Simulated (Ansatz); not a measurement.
**BPH4 + H2O: a complex and its separated parts**

Aim: how far the complex at one end of a reaction step lies below its separated, relaxed parts, level by level.

Program: Ansatz 0.2.0, Gaussian basis. Level of theory: PBE0-D4/def2-TZVP structures, single points in def2-TZVPP, no counterpoise correction. These are calculated values, not measurements.

Levels: SPW92, PBE-D4, BLYP-D4, r2SCAN-D4, B97M-V, PBE0-D4, B3LYP-D4, r2SCAN0-D4, BHLYP-D4, CAM-B3LYP-D4, wB97X-V, wB97M-V, B2PLYP, PBE-QIDH, RPA on PBE, Hartree-Fock, MP2, CCSD, CCSD(T).

Correlated methods freeze the cores. B3LYP uses VWN-RPA correlation. B2PLYP carries no dispersion term here.

94 further runs of the same task are left out: 94 set aside as unsound or not needed.

## Step 1: The system as given

The complex: 9 atoms, charge 0, spin multiplicity 1.

Atoms are counted from 1 here; the program's logs count them from 0.

Bond lengths: B1–O2 1.680 Å, B1–H3 1.202 Å, B1–H4 1.202 Å, B1–P6 1.946 Å, O2–H5 0.966 Å, O2–H7 0.967 Å, P6–H8 1.425 Å, P6–H9 1.425 Å. Angles: O2–B1–H3 102.3°, O2–B1–H4 102.4°, O2–B1–P6 110.0°, H3–B1–H4 115.6°, H3–B1–P6 112.7°, H4–B1–P6 112.7°, B1–O2–H5 107.2°, B1–O2–H7 107.2°, H5–O2–H7 106.2°, B1–P6–H8 100.1°, B1–P6–H9 100.1°, H8–P6–H9 94.3°.

Coordinates:

```tsv
atom	x (Å)	y (Å)	z (Å)
B1	-0.68002	-0.44950	0.34310
O2	-0.68725	0.40448	-1.10318
H3	-0.93688	-1.56718	-0.01772
H4	-1.54149	0.10390	0.97322
H5	-0.44020	1.31616	-0.89848
P6	1.06849	-0.31672	1.18587
H7	0.02603	0.04792	-1.64930
H8	1.28573	1.08883	1.09162
H9	1.90559	-0.62798	0.07497
```

Its parts: BPH4 holds atoms 1, 3, 4, 6, 8, 9; H2O holds atoms 2, 5, 7. Each part counts its atoms afresh in its own runs.

## Step 2: Relaxing BPH4 alone

Contents of relax-a/in.yaml:

```yaml
crystal:
  periodic: [false, false, false]
  atoms:
    - {symbol: B, position_ang: [-0.680017, -0.449499, 0.343101]}
    - {symbol: H, position_ang: [-0.936876, -1.567181, -0.017721]}
    - {symbol: H, position_ang: [-1.541493, 0.103895, 0.973223]}
    - {symbol: P, position_ang: [1.068488, -0.316724, 1.185867]}
    - {symbol: H, position_ang: [1.285731, 1.088834, 1.091619]}
    - {symbol: H, position_ang: [1.905588, -0.627981, 0.074969]}
basis:
  gaussian: {orbitals: def2-TZVP}
hamiltonian: {xc: pbe0, dispersion: d4}
relax: {f_tol: 0.005, max_steps: 200}
```

Run with:

```
$ ansatz run in.yaml --threads 2 --pin off --events-out ev --progress --plain --max-ram 4352MiB
```

The program printed (excerpt; [...] marks lines left out):

```text
Functional definition: PBE0
  name "PBE0"
  cite "Adamo & Barone, J. Chem. Phys. 110, 6158 (1999) doi:10.1063/1.478522"
  cite "Perdew, Burke & Ernzerhof, Phys. Rev. Lett. 77, 3865 (1996) doi:10.1103/PhysRevLett.77.3865"
  parent pbe
[...]
627 factors; their error is unknown
[...]
mean field -10024.83287122 eV, -368.4058129417 hartree, gradient 5.9e-5 eV, S^2 0.000000; 0 other end points of the search recorded, 0 dependent functions left out
[...]
reference -10024.83290025 eV, -368.4058140086 hartree; 12, 12 occupied and 80, 80 virtual orbitals, 627 factors
[...]
reference -10025.26986253 eV, -368.4218720761 hartree; 12, 12 occupied and 80, 80 virtual orbitals, 627 factors
Total energy: -10025.33197897 eV, -368.4241548131 hartree
Atom 0 at    -0.665162    -0.553894     0.528117 Å, force     0.001529    -0.000774     0.002107 eV/Å
Atom 1 at    -0.920804    -1.539312    -0.094386 Å, force    -0.000220    -0.000271    -0.000840 eV/Å
Atom 2 at    -1.536462     0.163909     0.914775 Å, force    -0.000517     0.000696    -0.000246 eV/Å
Atom 3 at     1.066257    -0.282767     1.126691 Å, force    -0.002135    -0.000077    -0.001137 eV/Å
Atom 4 at     1.256335     1.113925     1.116599 Å, force     0.000752    -0.000048    -0.000105 eV/Å
Atom 5 at     1.901256    -0.670517     0.059262 Å, force     0.000592     0.000473     0.000220 eV/Å
Dipole moment:     0.102722     0.094186    -0.096290 e Å
```

It took 7 s on 2 threads of Arm Neoverse V1, shared host.

The steps of the relaxation:

```tsv
step	energy from step 1 (eV)	largest force component (eV/Å)
1	0.0000	2.6082
2	-0.3835	0.6028
3	-0.4340	0.1831
4	-0.4368	0.0556
5	-0.4369	0.0369
6	-0.4370	0.0021
```

Distances of close pairs at the start and the end, largest changes first:

```tsv
bond	before (Å)	after (Å)	change (Å)
B1–P4	1.946	1.852	-0.094
P4–H6	1.425	1.410	-0.016
P4–H5	1.425	1.410	-0.016
B1–H3	1.202	1.193	-0.009
B1–H2	1.202	1.193	-0.009
```

## Step 3: Relaxing H2O alone

Contents of relax-b/in.yaml:

```yaml
crystal:
  periodic: [false, false, false]
  atoms:
    - {symbol: O, position_ang: [-0.687252, 0.404479, -1.103175]}
    - {symbol: H, position_ang: [-0.440201, 1.316157, -0.898485]}
    - {symbol: H, position_ang: [0.026032, 0.047920, -1.649298]}
basis:
  gaussian: {orbitals: def2-TZVP}
hamiltonian: {xc: pbe0, dispersion: d4}
relax: {f_tol: 0.005, max_steps: 200}
```

Run with:

```
$ ansatz run in.yaml --threads 2 --pin off --events-out ev --progress --plain --max-ram 4352MiB
```

The program printed (excerpt; [...] marks lines left out):

```text
[... 5 set-up lines as earlier in the session ...]
[...]
239 factors; their error is unknown
[...]
mean field -2078.32929339 eV, -76.3771927898 hartree, gradient 1.3e-5 eV, S^2 0.000000; 0 other end points of the search recorded, 0 dependent functions left out
[...]
reference -2078.33309080 eV, -76.3773323421 hartree; 5, 5 occupied and 38, 38 virtual orbitals, 239 factors
Total energy: -2078.33734664 eV, -76.3774887412 hartree
Atom 0 at    -0.689185     0.403349    -1.102493 Å, force     0.000175     0.000102    -0.000062 eV/Å
Atom 1 at    -0.435807     1.307412    -0.904341 Å, force    -0.000115     0.000023     0.000075 eV/Å
Atom 2 at     0.023571     0.057795    -1.644125 Å, force    -0.000060    -0.000125    -0.000013 eV/Å
Dipole moment:     0.356238     0.205936    -0.126650 e Å
```

Wall time 1.1 s (2 threads of Arm Neoverse V1, shared host).

Relaxation path:

```tsv
step	energy from step 1 (eV)	largest force component (eV/Å)
1	0.0000	0.3766
2	-0.0035	0.0754
3	-0.0037	0.0265
4	-0.0038	0.0002
```

Close pairs (by a distance rule), those that changed most:

```tsv
bond	before (Å)	after (Å)	change (Å)
O1–H3	0.967	0.960	-0.007
O1–H2	0.966	0.960	-0.007
```

## Step 4: SPW92/def2-TZVPP

Contents of parta/in.yaml:

```yaml
crystal:
  periodic: [false, false, false]
  atoms:
    - {symbol: B, position_ang: [-0.665162, -0.553894, 0.528117]}
    - {symbol: H, position_ang: [-0.920804, -1.539312, -0.094386]}
    - {symbol: H, position_ang: [-1.536462, 0.163909, 0.914775]}
    - {symbol: P, position_ang: [1.066257, -0.282767, 1.126691]}
    - {symbol: H, position_ang: [1.256335, 1.113925, 1.116599]}
    - {symbol: H, position_ang: [1.901256, -0.670517, 0.059262]}
basis:
  gaussian: {orbitals: def2-TZVPP}
hamiltonian: {xc: lda}
```

Contents of partb/in.yaml:

```yaml
crystal:
  periodic: [false, false, false]
  atoms:
    - {symbol: O, position_ang: [-0.689185, 0.403349, -1.102493]}
    - {symbol: H, position_ang: [-0.435807, 1.307412, -0.904341]}
    - {symbol: H, position_ang: [0.023571, 0.057795, -1.644125]}
basis:
  gaussian: {orbitals: def2-TZVPP}
hamiltonian: {xc: lda}
```

The same command starts each run, in its folder.

Run with:

```
$ ansatz run in.yaml --threads 2 --pin off --events-out ev --progress --plain --max-ram 4352MiB
```

Log of parta (excerpt; [...] marks lines left out):

```text
Functional definition: SPW92
  name "SPW92"
  cite "Dirac, Proc. Camb. Phil. Soc. 26, 376 (1930) doi:10.1017/S0305004100016108"
  cite "Slater, Phys. Rev. 81, 385 (1951) doi:10.1103/PhysRev.81.385"
  cite "Perdew & Wang, Phys. Rev. B 45, 13244 (1992) doi:10.1103/PhysRevB.45.13244"
[...]
692 factors; their error is unknown
[...]
mean field -9986.58045510 eV, -367.0000625776 hartree, gradient 4.0e-5 eV, S^2 0.000000; 0 other end points of the search recorded, 0 dependent functions left out
reference -9986.58049114 eV, -367.0000639018 hartree; 12, 12 occupied and 117, 117 virtual orbitals, 692 factors
Total energy: -9986.58049114 eV, -367.0000639018 hartree
```

Log of partb (excerpt; [...] marks lines left out):

```text
[... 5 set-up lines as earlier in the session ...]
[...]
269 factors; their error is unknown
[...]
mean field -2065.39694461 eV, -75.9019377382 hartree, gradient 5.3e-5 eV, S^2 0.000000; 0 other end points of the search recorded, 0 dependent functions left out
reference -2065.39696344 eV, -75.9019384302 hartree; 5, 5 occupied and 54, 54 virtual orbitals, 269 factors
Total energy: -2065.39696344 eV, -75.9019384302 hartree
```

Wall times: 0.55 s (parta), 0.2 s (partb) on 2 threads of Arm Neoverse V1, shared host.

## Step 5: PBE-D4/def2-TZVPP

The same edit goes into each in.yaml of step 4 (parta, partb):

```diff
-hamiltonian: {xc: lda}
+hamiltonian: {xc: pbe, dispersion: d4}
```

One command serves all of them, each in its own folder.

Run with:

```
$ ansatz run in.yaml --threads 2 --pin off --events-out ev --progress --plain --max-ram 4352MiB
```

Output in parta (excerpt; [...] marks lines left out):

```text
Functional definition: PBE
  name "PBE"
[... 2 set-up lines as earlier in the session ...]
[...]
692 factors; their error is unknown
[...]
mean field -10024.18307720 eV, -368.3819334517 hartree, gradient 3.4e-5 eV, S^2 0.000000; 0 other end points of the search recorded, 0 dependent functions left out
reference -10024.18311546 eV, -368.3819348576 hartree; 12, 12 occupied and 117, 117 virtual orbitals, 692 factors
Total energy: -10024.25832001 eV, -368.3846985740 hartree
```

Output in partb (excerpt; [...] marks lines left out):

```text
[... 4 set-up lines as earlier in the session ...]
[...]
269 factors; their error is unknown
[...]
mean field -2078.40757215 eV, -76.3800694814 hartree, gradient 4.4e-5 eV, S^2 0.000000; 0 other end points of the search recorded, 0 dependent functions left out
reference -2078.40759263 eV, -76.3800702337 hartree; 5, 5 occupied and 54, 54 virtual orbitals, 269 factors
Total energy: -2078.41290970 eV, -76.3802656325 hartree
```

Times: 0.95 s (parta), 0.3 s (partb) on 2 threads of Arm Neoverse V1, shared host.

## Step 6: BLYP-D4/def2-TZVPP

Each input of step 5 (parta, partb) changes in the same lines:

```diff
-hamiltonian: {xc: pbe, dispersion: d4}
+hamiltonian: {xc: {name: BLYP}, dispersion: d4}
```

Each run has its own folder and the same command.

Run with:

```
$ ansatz run in.yaml --threads 2 --pin off --events-out ev --progress --plain --max-ram 4352MiB
```

parta printed (excerpt; [...] marks lines left out):

```text
Functional definition: BLYP
  name "BLYP"
  cite "Becke, Phys. Rev. A 38, 3098 (1988) doi:10.1103/PhysRevA.38.3098"
  cite "Lee, Yang & Parr, Phys. Rev. B 37, 785 (1988) doi:10.1103/PhysRevB.37.785"
[...]
692 factors; their error is unknown
[...]
mean field -10029.35441433 eV, -368.5719765860 hartree, gradient 3.4e-5 eV, S^2 0.000000; 0 other end points of the search recorded, 0 dependent functions left out
reference -10029.35472901 eV, -368.5719881504 hartree; 12, 12 occupied and 117, 117 virtual orbitals, 692 factors
Total energy: -10029.52634982 eV, -368.5782950989 hartree
```

Log of partb (excerpt; [...] marks lines left out):

```text
[... 4 set-up lines as earlier in the session ...]
[...]
269 factors; their error is unknown
[...]
mean field -2080.27678651 eV, -76.4487618420 hartree, gradient 8.6e-5 eV, S^2 0.000000; 0 other end points of the search recorded, 0 dependent functions left out
reference -2080.27697606 eV, -76.4487688078 hartree; 5, 5 occupied and 54, 54 virtual orbitals, 269 factors
Total energy: -2080.28981851 eV, -76.4492407593 hartree
```

Wall times: 1 s (parta), 0.3 s (partb) on 2 threads of Arm Neoverse V1, shared host.

## Step 7: r2SCAN-D4/def2-TZVPP

Each input of step 6 (parta, partb) changes in the same lines:

```diff
-hamiltonian: {xc: {name: BLYP}, dispersion: d4}
+hamiltonian: {xc: r2scan, dispersion: d4}
```

One command serves all of them, each in its own folder.

Run with:

```
$ ansatz run in.yaml --threads 2 --pin off --events-out ev --progress --plain --max-ram 4352MiB
```

parta printed (excerpt; [...] marks lines left out):

```text
Functional definition: r2SCAN
  name "r2SCAN"
  cite "Furness, Kaplan, Ning, Perdew & Sun, J. Phys. Chem. Lett. 11, 8208 (2020) doi:10.1021/acs.jpclett.0c02405"
  cite "Furness, Kaplan, Ning, Perdew & Sun, J. Phys. Chem. Lett. 11, 9248 (2020) doi:10.1021/acs.jpclett.0c03077"
  parent r2scan
[...]
692 factors; their error is unknown
[...]
mean field -10028.65553662 eV, -368.5462933041 hartree, gradient 1.4e-5 eV, S^2 0.000000; 0 other end points of the search recorded, 0 dependent functions left out
reference -10028.65554800 eV, -368.5462937223 hartree; 12, 12 occupied and 117, 117 virtual orbitals, 692 factors
Total energy: -10028.67237813 eV, -368.5469122181 hartree
```

partb printed (excerpt; [...] marks lines left out):

```text
[... 5 set-up lines as earlier in the session ...]
[...]
269 factors; their error is unknown
[...]
mean field -2079.58114909 eV, -76.4231976384 hartree, gradient 8.5e-5 eV, S^2 0.000000; 0 other end points of the search recorded, 0 dependent functions left out
reference -2079.58115430 eV, -76.4231978296 hartree; 5, 5 occupied and 54, 54 virtual orbitals, 269 factors
Total energy: -2079.58242683 eV, -76.4232445943 hartree
```

They took 1.9 s (parta), 1.2 s (partb) on 2 threads of Arm Neoverse V1, shared host.

## Step 8: B97M-V/def2-TZVPP

Each input of step 7 (parta, partb) changes in the same lines:

```diff
-hamiltonian: {xc: r2scan, dispersion: d4}
+hamiltonian: {xc: {name: B97M-V}}
```

One command serves all of them, each in its own folder.

Run with:

```
$ ansatz run in.yaml --threads 2 --pin off --events-out ev --progress --plain --max-ram 4352MiB
```

Log of parta (excerpt; [...] marks lines left out):

```text
Functional definition: B97M-V
  name "B97M-V"
  cite "Mardirossian & Head-Gordon, J. Chem. Phys. 142, 074111 (2015) doi:10.1063/1.4907719"
  cite "Becke, J. Chem. Phys. 107, 8554 (1997) doi:10.1063/1.475007"
  cite "Vydrov & Van Voorhis, J. Chem. Phys. 133, 244103 (2010) doi:10.1063/1.3521275"
  # Of w^i u^j: cxij and so on, Table III.
[...]
  gx(w, u) = cx00 + cx01*u + cx02*u^2 + (cx10 + cx11*u)*w
[...]
  gos(w, u) = cos00 + cos01*u + cos03*u^3 + cos10*w + cos32*w^3*u^2
[...]
      + integral(e_c_pw_mod_opposite_spin*gos(b97_w_opposite, b97_u_opposite)) + vv10(b, c)
692 factors; their error is unknown
[...]
mean field -10027.91958649 eV, -368.5192476355 hartree, gradient 2.5e-5 eV, S^2 0.000000; 0 other end points of the search recorded, 0 dependent functions left out
reference -10027.91964168 eV, -368.5192496638 hartree; 12, 12 occupied and 117, 117 virtual orbitals, 692 factors
Total energy: -10027.91964168 eV, -368.5192496638 hartree
```

partb printed (excerpt; [...] marks lines left out):

```text
[... 5 set-up lines as earlier in the session ...]
  # Of w^i u^j: cxij and so on, Table III.
[...]
  gx(w, u) = cx00 + cx01*u + cx02*u^2 + (cx10 + cx11*u)*w
[...]
  gos(w, u) = cos00 + cos01*u + cos03*u^3 + cos10*w + cos32*w^3*u^2
[...]
      + integral(e_c_pw_mod_opposite_spin*gos(b97_w_opposite, b97_u_opposite)) + vv10(b, c)
269 factors; their error is unknown
[...]
mean field -2079.93551554 eV, -76.4362203654 hartree, gradient 2.9e-5 eV, S^2 0.000000; 0 other end points of the search recorded, 0 dependent functions left out
reference -2079.93554236 eV, -76.4362213508 hartree; 5, 5 occupied and 54, 54 virtual orbitals, 269 factors
Total energy: -2079.93554236 eV, -76.4362213508 hartree
```

Wall times: 3.7 s (parta), 0.86 s (partb) on 2 threads of Arm Neoverse V1, shared host.

## Step 9: PBE0-D4/def2-TZVPP

Each input of step 8 (parta, partb) changes in the same lines:

```diff
-hamiltonian: {xc: {name: B97M-V}}
+hamiltonian: {xc: pbe0, dispersion: d4}
+output: {orbitals: {seedname: orbitals}}
```

One command serves all of them, each in its own folder.

Run with:

```
$ ansatz run in.yaml --threads 2 --pin off --events-out ev --progress --plain --max-ram 4352MiB
```

Output in parta (excerpt; [...] marks lines left out):

```text
[... 5 set-up lines as earlier in the session ...]
[...]
705 factors; their error is unknown
[...]
mean field -10025.29489885 eV, -368.4227921440 hartree, gradient 5.6e-5 eV, S^2 0.000000; 0 other end points of the search recorded, 0 dependent functions left out
reference -10025.29492731 eV, -368.4227931898 hartree; 12, 12 occupied and 117, 117 virtual orbitals, 705 factors
Total energy: -10025.35704375 eV, -368.4250759268 hartree
```

Log of partb (excerpt; [...] marks lines left out):

```text
[... 5 set-up lines as earlier in the session ...]
[...]
269 factors; their error is unknown
[...]
mean field -2078.42782136 eV, -76.3808136260 hartree, gradient 1.2e-5 eV, S^2 0.000000; 0 other end points of the search recorded, 0 dependent functions left out
reference -2078.42783586 eV, -76.3808141590 hartree; 5, 5 occupied and 54, 54 virtual orbitals, 269 factors
Total energy: -2078.43209170 eV, -76.3809705581 hartree
```

Times: 1.1 s (parta), 0.25 s (partb) on 2 threads of Arm Neoverse V1, shared host.

## Step 10: B3LYP-D4/def2-TZVPP

The same edit goes into each in.yaml of step 9 (parta, partb):

```diff
-hamiltonian: {xc: pbe0, dispersion: d4}
-output: {orbitals: {seedname: orbitals}}
+hamiltonian: {xc: {name: B3LYP}, dispersion: d4}
```

Each run has its own folder and the same command.

Run with:

```
$ ansatz run in.yaml --threads 2 --pin off --events-out ev --progress --plain --max-ram 4352MiB
```

parta printed (excerpt; [...] marks lines left out):

```text
Functional definition: B3LYP
  name "B3LYP"
  cite "Stephens, Devlin, Chabalowski & Frisch, J. Phys. Chem. 98, 11623 (1994) doi:10.1021/j100096a001"
[... 2 set-up lines as earlier in the session ...]
  cite "Vosko, Wilk & Nusair, Can. J. Phys. 58, 1200 (1980) doi:10.1139/p80-159"
[...]
702 factors; their error is unknown
[...]
mean field -10030.83158739 eV, -368.6262616947 hartree, gradient 7.6e-5 eV, S^2 0.000000; 0 other end points of the search recorded, 0 dependent functions left out
reference -10030.83182133 eV, -368.6262702919 hartree; 12, 12 occupied and 117, 117 virtual orbitals, 702 factors
Total energy: -10030.95459817 eV, -368.6307822575 hartree
```

partb printed (excerpt; [...] marks lines left out):

```text
[... 6 set-up lines as earlier in the session ...]
[...]
269 factors; their error is unknown
[...]
mean field -2080.76396004 eV, -76.4666651390 hartree, gradient 1.1e-5 eV, S^2 0.000000; 0 other end points of the search recorded, 0 dependent functions left out
reference -2080.76409840 eV, -76.4666702237 hartree; 5, 5 occupied and 54, 54 virtual orbitals, 269 factors
Total energy: -2080.77252448 eV, -76.4669798765 hartree
```

Times: 1.1 s (parta), 0.25 s (partb) on 2 threads of Arm Neoverse V1, shared host.

## Step 11: r2SCAN0-D4/def2-TZVPP

The same edit goes into each in.yaml of step 10 (parta, partb):

```diff
-hamiltonian: {xc: {name: B3LYP}, dispersion: d4}
+hamiltonian: {xc: {name: r2SCAN0}, dispersion: d4}
```

One command serves all of them, each in its own folder.

Run with:

```
$ ansatz run in.yaml --threads 2 --pin off --events-out ev --progress --plain --max-ram 4352MiB
```

Output in parta (excerpt; [...] marks lines left out):

```text
Functional definition: r2SCAN0
  name "r2SCAN0"
  cite "Bursch, Neugebauer, Ehlert & Grimme, J. Chem. Phys. 156, 134105 (2022) doi:10.1063/5.0086040"
[... 3 set-up lines as earlier in the session ...]
[...]
705 factors; their error is unknown
[...]
mean field -10028.52132585 eV, -368.5413611490 hartree, gradient 5.7e-6 eV, S^2 0.000000; 0 other end points of the search recorded, 0 dependent functions left out
reference -10028.52133488 eV, -368.5413614810 hartree; 12, 12 occupied and 117, 117 virtual orbitals, 705 factors
Total energy: -10028.54116850 eV, -368.5420903531 hartree
```

Log of partb (excerpt; [...] marks lines left out):

```text
[... 6 set-up lines as earlier in the session ...]
[...]
269 factors; their error is unknown
[...]
mean field -2079.27470676 eV, -76.4119360903 hartree, gradient 2.0e-5 eV, S^2 0.000000; 0 other end points of the search recorded, 0 dependent functions left out
reference -2079.27471086 eV, -76.4119362410 hartree; 5, 5 occupied and 54, 54 virtual orbitals, 269 factors
Total energy: -2079.27611501 eV, -76.4119878428 hartree
```

Times: 2.1 s (parta), 0.6 s (partb) on 2 threads of Arm Neoverse V1, shared host.

## Step 12: BHLYP-D4/def2-TZVPP

Each input of step 11 (parta, partb) changes in the same lines:

```diff
-hamiltonian: {xc: {name: r2SCAN0}, dispersion: d4}
+hamiltonian: {xc: {name: BHLYP}, dispersion: d4}
```

One command serves all of them, each in its own folder.

Run with:

```
$ ansatz run in.yaml --threads 2 --pin off --events-out ev --progress --plain --max-ram 4352MiB
```

Log of parta (excerpt; [...] marks lines left out):

```text
Functional definition: BHLYP
  name "BHLYP"
  cite "Becke, J. Chem. Phys. 98, 1372 (1993) doi:10.1063/1.464304"
[... 2 set-up lines as earlier in the session ...]
[...]
757 factors; their error is unknown
[...]
mean field -10029.55735938 eV, -368.5794346789 hartree, gradient 1.5e-5 eV, S^2 0.000000; 0 other end points of the search recorded, 0 dependent functions left out
reference -10029.55751720 eV, -368.5794404787 hartree; 12, 12 occupied and 117, 117 virtual orbitals, 757 factors
Total energy: -10029.64886816 eV, -368.5827975646 hartree
```

Output in partb (excerpt; [...] marks lines left out):

```text
[... 5 set-up lines as earlier in the session ...]
[...]
295 factors; their error is unknown
[...]
mean field -2079.57890638 eV, -76.4231152202 hartree, gradient 2.0e-5 eV, S^2 0.000000; 0 other end points of the search recorded, 0 dependent functions left out
reference -2079.57899717 eV, -76.4231185568 hartree; 5, 5 occupied and 54, 54 virtual orbitals, 295 factors
Total energy: -2079.58394900 eV, -76.4233005331 hartree
```

They took 1.2 s (parta), 0.25 s (partb) on 2 threads of Arm Neoverse V1, shared host.

(Part 1 of 2 ends here.)
